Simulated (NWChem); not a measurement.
# C₂H₃F; SMILES FC=C

```xyz
6

C     -0.2308     1.1777     0.0000
C      0.4311     0.0295     0.0000
F     -0.1905    -1.1652     0.0000
H     -1.3151     1.2067     0.0000
H      0.3156     2.1136     0.0000
H      1.5124    -0.0761     0.0000
```
Atoms are numbered in this order, from 1.

Structure relaxed at the B3LYP/6-31G* (spherical d) level.

Symmetry labels are those of Cs in the frame above (b1 and b2, or b-type labels, depend on it). States above −ε(HOMO) = 6.6 eV lie in this functional's continuum and hang on the basis.

Question: List the 4 lowest vertical singlet excitations from PBE/def2-SVPD, TDA (NWChem).

Answer: 
```csv
state,energy (eV),oscillator strength,symmetry,leading excitation (squared amplitude)
S1,7.01,0.036,a",HOMO → LUMO+1 (1.00)
S2,7.56,0.007,a",HOMO → LUMO+2 (1.00)
S3,8.07,0.000,a",HOMO−1 → LUMO (0.97)
S4,8.32,0.002,a",HOMO → LUMO+3 (0.97)
```
